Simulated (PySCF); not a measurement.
acetylene (C₂H₂), SMILES C#C. Geometry: PBE0-D3(BJ)/def2-TZVPD.

PySCF 2.14.0 with TDDFT-PBE0/def2-TZVPD puts the lowest singlet excitations at 6.78, 7.04, 7.04, 7.99, 7.99, 8.31 eV.

Problem. What are the lowest excitation roots from PySCF 2.14.0 with ADC(2)/aug-cc-pVDZ? (The exact figures need the calculation; the answer reports its results.)

Solution. 7.39, 7.69, 8.24, 8.24, 8.62, 8.62 eV. S1 differs by 0.61 eV (second minus first; roots are paired by order, and the bases may differ).
